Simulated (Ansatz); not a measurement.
System: C$_{2}$H$_{7}$S, charge 1, singlet. C2H7S+ (SMILES CC[SH2+]).
B3LYP-D3(BJ)/def2-TZVP minimum from Ansatz (a quantum-chemistry and plane-wave program):
```xyz
10

C      1.5423     0.7300     0.0591
C      0.0315     0.8765     0.0770
S     -0.7522    -0.7918    -0.1533
H     -2.0310    -0.5177     0.1928
H     -0.3591     1.2901     1.0036
H     -0.3484     1.4448    -0.7723
H      1.9708     1.7304     0.1331
H      1.9070     0.1497     0.9067
H      1.9002     0.2818    -0.8675
H     -0.4474    -1.3496     1.0402
```
Charge +1, spin multiplicity 1.

Total energies in cc-pV(D+d)Z, 20 correlated electrons, 7 frozen orbitals. Open shells are spin-unrestricted; no spin-orbit coupling. Cores are frozen in correlated methods. No relativity.

| method | program | energy (Eh) | minus CCSDT(Q) (mEh) |
|---|---|---|---|
| HF | Ansatz | -477.08158 | 497.03 |
| MP2 | Ansatz | -477.51028 | 68.34 |
| CCSD | Ansatz | -477.56304 | 15.57 |
| CCSD(T) | Ansatz | -477.57680 | 1.82 |
| CCSDT(Q) | Ansatz | -477.57862 | 0.00 |

Rough core times of Ansatz's runs on a shared machine: CCSD(T) under 20 s, CCSDT(Q) 20 min.
